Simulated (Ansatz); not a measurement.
# CH4MgO, SMILES [CH3][Mg][OH]: vertical and adiabatic energies of changing the electron count

Computed with Ansatz 0.2.0, Python API.

Notebook, run cell by cell (the value of a cell's last expression is shown):

**Cell 1**
```python
import itertools
import warnings

import ansatz as az
from ase.data import atomic_numbers, covalent_radii
import numpy as np
```

**Cell 2**
```python
SETTINGS = {
    "basis_set": "def2-SVP",
    "xc": "pbe0",
    "charge": 1,
}
```

**Cell 3**
```python
warnings.simplefilter("ignore", az.DeckWarning)
```

**Cell 4**
```python
geometry = (
    az.Crystal.molecule()
    .atom("C", (-1.1074, 0.6542, -0.3069))
    .atom("Mg", (0.7083, -0.3597, -0.0232))
    .atom("O", (2.4052, -1.3311, 0.238))
    .atom("H", (-1.8768, -0.0146, -0.5943))
    .atom("H", (-1.0338, 1.4333, -1.1529))
    .atom("H", (-1.4373, 1.2386, 0.6167))
    .atom("H", (2.403, -1.6887, 1.1769))
)
```

**Cell 5**
```python
job = (
    geometry.calculation()
    .basis(gaussian=SETTINGS["basis_set"])
    .functional(SETTINGS["xc"])
)
symbols = [site.symbol for site in geometry.cartesian_sites]
start = np.array([site.position_ang for site in geometry.cartesian_sites], dtype=float)
rep = job.relax(force_tolerance=0.01).run(threads=1).report
end = np.array(rep["positions_ang"])
```

**Cell 6**
```python
minimum = az.Crystal.molecule()
for symbol, place in zip(symbols, end):
    minimum = minimum.atom(symbol, place.tolist())
ion = (
    minimum.calculation()
    .basis(gaussian=SETTINGS["basis_set"])
    .functional(SETTINGS["xc"])
    .charge(SETTINGS["charge"])
    .spin("collinear", total=1)
)
vertical = ion.run(threads=1).report
settled = ion.relax(force_tolerance=0.01, max_steps=80).run(threads=1).report
print(f"vertical ionisation energy   {vertical['free_energy_ev'] - rep['free_energy_ev']:.3f} eV")
print(f"adiabatic, no zero point     {settled['free_energy_ev'] - rep['free_energy_ev']:.3f} eV")
print(f"relaxation energy of the ion {vertical['free_energy_ev'] - settled['free_energy_ev']:.3f} eV")
ionised = np.array(settled["positions_ang"])
# pairs closer than 1.2 times the sum of covalent radii, before or after
radius = [covalent_radii[atomic_numbers[s]] for s in symbols]
span = lambda where, i, j: np.linalg.norm(where[i] - where[j])
bonded = [(i, j) for i, j in itertools.combinations(range(len(symbols)), 2) if min(span(end, i, j), span(ionised, i, j)) < 1.2 * (radius[i] + radius[j])]
print("pair        before    after (A)")
for i, j in bonded:
    print(f"{symbols[i]}{i}-{symbols[j]}{j}".ljust(10), f"{span(end, i, j):8.4f} {span(ionised, i, j):8.4f}")
```
Output:
```text
vertical ionisation energy   9.564 eV
adiabatic, no zero point     9.029 eV
relaxation energy of the ion 0.535 eV
pair        before    after (A)
C0-Mg1       2.0842   2.3633
C0-H3        1.1032   1.0987
C0-H4        1.1032   1.1000
C0-H5        1.1032   1.0987
Mg1-O2       1.7684   1.7545
O2-H6        0.9508   0.9594
```

These settings explore the input space; basis and method may be short of convergence. The energies are electronic: no zero-point or thermal terms, and the basis set is short of its limit. The product may relax into another structure. The relaxation finds the nearest minimum, so the adiabatic value is an upper bound. Timing: 93 s on 1 thread of Arm Neoverse V2, on a shared host, peak memory 0.24 GiB.

(Lines on the test bed's own set-up are left out of the output.)
